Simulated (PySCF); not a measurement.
An unknown is described by computed data only.

Formula: C4H10.

- Triplet: lowest triplet excitation (Tamm–Dancoff): 8.64 eV [TDA CAM-B3LYP/def2-SVPD]
- 13C NMR: chemical shifts (computed TMS as zero) by class: 30.4 (2 C), 17.5 (2 C) ppm [GIAO PBE0/pcSseg-1]
- XPS: C1s 290.4 (×2), C1s 290.4 (×2) eV [ΔSCF SCAN, pcX-2 on the ionised atom, pcseg-1 elsewhere, spin-free X2C]
- 1H NMR: chemical shifts (computed TMS as zero) by class: 1.26 (4 H), 1.05 (6 H) ppm [GIAO PBE0/pcSseg-1]
- Dipole: 0.00 D [CAM-B3LYP/def2-SVPD]
- Rotational structure: rotational constants A, B, C: 23.384, 3.689, 3.460 GHz [GFN2-xTB]
- Couplings: largest of the computed one-bond spin–spin couplings (means over like bonds): 13C–1H +132.0 (×4), 13C–1H +131.1 (×6), 13C–13C +34.1, 13C–13C +33.8 (×2) Hz [B3LYP/pcJ-1, spin–dipole term left out]

Gas-phase values; electronic properties from PySCF, density fitting. Levels stand in brackets. Isolated species at its GFN2-xTB geometry (one conformer only). Each NMR value is the plain mean over a class of atoms that symmetry, rotation or inversion makes alike.

Task: Propose a structure and show how it fits.

Result: Numbering: `[CH3:1][CH2:2][CH2:3][CH3:4]`. Its formula, C4H10, gives 0 degrees of unsaturation, so no ring and no π bond. 4 carbons fall into 2 classes; from least to most shielded: chain CH2 carbon [C2/C3] (30.4 ppm, 2 C), methyl carbon [C1/C4] (17.5 ppm, 2 C). Hydrogen classes from least to most shielded: 4 H on 2 chain CH2 carbons, C2/C3 (1.26 ppm), 6 H on 2 methyl carbons, C1/C4 (1.05 ppm). The couplings run between: +132.0 Hz, chain CH2 carbon [C2] and its hydrogen (with 3 like pairs); +131.1 Hz, methyl carbon [C1] and its hydrogen (with 5 like pairs); +34.1 Hz, chain CH2 carbon [C2] and chain CH2 carbon [C3]; +33.8 Hz, methyl carbon [C1] and chain CH2 carbon [C2] (with 1 like pair). The core levels belong to: C1s 290.4 eV, chain CH2 carbon [C2/C3]; C1s 290.4 eV, methyl carbon [C1/C4]. The vanishing dipole is forced by symmetry. The optimised geometry has point group C2h and is an asymmetric top. Structure: butane, `CCCC`. Computed isomers that give other values at the same levels: `CC(C)C` (13C chemical shifts (computed TMS as zero) by class: 27.6 (1 C), 26.6 (3 C) ppm). The assignments are read from this structure; whether some other isomer fits the data as well wasn't checked.

Shape of the structure used: `[CH3:1][CH2:2][CH2:3][CH3:4]`: C1–C2–C3–C4 180°.
